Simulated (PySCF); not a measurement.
## Reproducing measurements on C4H9Cl

**The experiment to reproduce.**

From NIST CCCBDB Release 22 (SRD 101), experimental dipoles, for the gas: dipole moment (dielectric constant and refractivity) 2.13 D.

The runs below try to reproduce these values; the comparison stands at the end.

Species: C₄H₉Cl.
SMILES with atom numbers: `[CH3:1][C:2]([CH3:3])([CH3:4])[Cl:5]` (hydrogens: H6, H7, H8 on C1; H9, H10, H11 on C3; H12, H13, H14 on C4)

Geometry (PBE0-D3(BJ)/def2-TZVP, Å), atoms numbered from 1 in this order:
```
atom  x, y, z in Å
C1    -0.876   -1.039    0.332
C2     0.203   -0.044    0.713
C3    -0.144    1.356    0.247
C4     1.564   -0.478    0.206
Cl5    0.288   -0.006    2.532
H6    -0.971   -1.071   -0.757
H7    -1.839   -0.749    0.755
H8    -0.628   -2.040    0.687
H9    -1.105    1.675    0.653
H10   -0.207    1.370   -0.845
H11    0.618    2.071    0.559
H12    1.550   -0.516   -0.887
H13    1.821   -1.469    0.582
H14    2.339    0.223    0.517
```

The PySCF runs (gas phase, on this PBE0-D3(BJ)/def2-TZVP geometry; no spin–orbit coupling):

| level | job | basis functions |
| --- | --- | --- |
| PBE0-D3(BJ)/def2-TZVP, grid level 2 | geometry optimisation from a GFN2-xTB start shaken at random | 215 |
| B97-2/pcSseg-2 | shieldings | 313 |
| KT3/pcSseg-2 | shieldings | 313 |
| PBE0/pcSseg-2 | shieldings, charges and field gradients | 313 |
| wB97X-D/pcSseg-2 | shieldings | 313 |
| CAM-B3LYP/aug-cc-pVTZ | 10 singlets by full TDDFT, 4 Tamm–Dancoff triplets, polarisability | 441 |
| PBE0/aug-cc-pVTZ | 10 singlets by full TDDFT, 4 Tamm–Dancoff triplets, polarisability, dynamic polarisability | 441 |
| wB97X-D/aug-cc-pVTZ | 10 singlets by full TDDFT, 4 Tamm–Dancoff triplets, polarisability, ΔSCF ions | 441 |

**Comparison with experiment**

**Dipole moment.** Measured: 2.13 D (NIST CCCBDB Release 22 (SRD 101), experimental dipoles).

| level | computed (D) | computed − measured (D) | % (from the printed values) |
| --- | --- | --- | --- |
| PBE0-D3(BJ)/def2-TZVP | 2.19 | +0.06 | +3 |
| B97-2/pcSseg-2 | 2.28 | +0.15 | +7 |
| KT3/pcSseg-2 | 2.19 | +0.06 | +3 |
| PBE0/pcSseg-2 | 2.28 | +0.15 | +7 |
| wB97X-D/pcSseg-2 | 2.32 | +0.19 | +9 |
| CAM-B3LYP/aug-cc-pVTZ | 2.29 | +0.16 | +8 |
| PBE0/aug-cc-pVTZ | 2.28 | +0.15 | +7 |
| wB97X-D/aug-cc-pVTZ | 2.30 | +0.17 | +8 |

All 8 levels lie above the measurement. The computed dipoles belong to one fixed geometry; measured ones are averaged over vibrations unless marked μe. Magnitudes are compared, not signs.

No measured geometry was used, and the causes of the misses weren't examined.
